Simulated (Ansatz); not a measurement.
Molecular dynamics of HS2Si

input.yaml

```yaml
crystal:
  periodic: [false, false, false]
  atoms:
    - { symbol: S, position_ang: [-0.923698, -0.425321, 1.342339] }
    - { symbol: Si, position_ang: [0.140862, 0.086882, -0.32818] }
    - { symbol: S, position_ang: [0.076332, 0.439715, -2.229292] }
    - { symbol: H, position_ang: [0.706503, -0.101286, 1.215131] }
magnetization:
  spin_polarized: true
  initial_magnetization: 1
basis:
  gaussian: { orbitals: def2-SVP }
hamiltonian:
  xc: { name: BHLYP }
  dispersion: d4
md:
  timestep: 0.5
  n_steps: 200
  ensemble: nve
  temperature: 300.0
  initial_velocities: maxwell_boltzmann
  seed: 11146
```

Command:

```bash
$ ansatz run input.yaml --threads 1 --pin off --max-ram 2048MiB --backend cpu --events-out ev --progress --plain --runs-dir out
```

It starts at the highest image of a converged band, a first-order saddle point between two minima.

Output, in part (step lines, the closing report, with atoms numbered from 0):

```
md step     0: t =     0.00 fs  T =   300.0 K  F+E_penalty+E_count = -29554.08314297 eV  E_kin = 0.077556 eV  conserved = -29554.00558697 eV  (31 SCF iters)
md step     1: t =     0.50 fs  T =   299.1 K  F+E_penalty+E_count = -29554.08290258 eV  E_kin = 0.077317 eV  conserved = -29554.00558600 eV  (29 SCF iters)
md step     2: t =     1.00 fs  T =   296.3 K  F+E_penalty+E_count = -29554.08218637 eV  E_kin = 0.076605 eV  conserved = -29554.00558124 eV  (29 SCF iters)
md step     3: t =     1.50 fs  T =   292.1 K  F+E_penalty+E_count = -29554.08107371 eV  E_kin = 0.075501 eV  conserved = -29554.00557247 eV  (30 SCF iters)
md step     4: t =     2.00 fs  T =   286.8 K  F+E_penalty+E_count = -29554.07970820 eV  E_kin = 0.074149 eV  conserved = -29554.00555941 eV  (29 SCF iters)
md step     5: t =     2.50 fs  T =   281.4 K  F+E_penalty+E_count = -29554.07830209 eV  E_kin = 0.072760 eV  conserved = -29554.00554165 eV  (30 SCF iters)
md step     6: t =     3.00 fs  T =   277.1 K  F+E_penalty+E_count = -29554.07714309 eV  E_kin = 0.071624 eV  conserved = -29554.00551860 eV  (30 SCF iters)
md step     7: t =     3.50 fs  T =   275.1 K  F+E_penalty+E_count = -29554.07660443 eV  E_kin = 0.071115 eV  conserved = -29554.00548936 eV  (30 SCF iters)
[... lines left out ...]
Total energy: -29554.52875866 eV, -1086.1088991015 hartree
Atom 0 at    -1.005313    -0.362663     0.930185 Å, force    -1.734133    -0.383089     0.310320 eV/Å
Atom 1 at     0.671261     0.150710    -0.146734 Å, force     0.924376     0.644054    -2.510755 eV/Å
Atom 2 at    -0.286433     0.327281    -1.989652 Å, force     0.356166     0.146054    -0.429986 eV/Å
Atom 3 at     0.062233    -0.296518     1.646569 Å, force     0.453591    -0.407019     2.630422 eV/Å
Dipole moment:     0.112140    -0.039461     0.317046 e Å
```

The steps, from the saved trajectory:

```csv
time (fs),T (K),potential energy less start (eV),conserved less start (meV/atom)
0.0,300,0.000,0.00
3.0,277,0.006,0.02
6.0,385,-0.021,0.10
9.0,1330,-0.266,0.09
12.0,2956,-0.687,-0.08
15.0,4495,-1.087,-0.64
18.0,3596,-0.852,-0.07
21.0,3111,-0.727,0.00
24.0,3415,-0.808,-0.76
27.0,2113,-0.468,0.17
30.0,2308,-0.520,-0.19
33.0,2042,-0.450,0.17
36.0,3428,-0.811,-0.51
39.0,3779,-0.899,0.11
42.0,4115,-0.988,-0.42
45.0,2779,-0.640,0.13
48.0,3164,-0.742,-0.54
51.0,1610,-0.337,0.50
54.0,2206,-0.495,-0.61
57.0,1667,-0.353,0.17
60.0,2908,-0.675,-0.20
63.0,3748,-0.891,0.03
66.0,4311,-1.039,-0.61
69.0,3084,-0.719,0.08
72.0,3195,-0.749,-0.09
75.0,3291,-0.776,-0.61
78.0,2786,-0.644,-0.35
81.0,2708,-0.623,-0.07
84.0,2641,-0.605,0.10
87.0,3857,-0.922,-0.51
90.0,3880,-0.926,-0.22
93.0,2913,-0.676,-0.21
96.0,1481,-0.305,0.17
99.0,2150,-0.481,-0.63
```

All steps were run. The conserved energy stayed within 0.81 meV per atom of its start (net change -0.66 meV per atom), so the integration is sound. The system heated up, since it started high on the potential surface and ran downhill. A run of 0.1 ps of so small a system gives no equilibrium averages.

The step under study would form S1–H4 and break Si2–H4. These pairs go: S1–H4 1.67 → 1.29 Å, Si2–H4 1.65 → 1.95 Å. In the last frame they stand as after the step (other bonds may differ from the relaxed reactants and products). It ends as one piece, HS2Si. Pairs count as bonded within 1.25 times the sum of covalent radii (0.12 Å more for H–H).

Last frame:

```xyz
4
Properties=species:S:1:pos:R:3
S -1.005 -0.363 0.930
Si 0.671 0.151 -0.147
S -0.286 0.327 -1.990
H 0.062 -0.296 1.647
```

Run time: 7 min on 1 thread of Arm Neoverse V2, with other jobs on the host, peak memory 0.14 GiB.
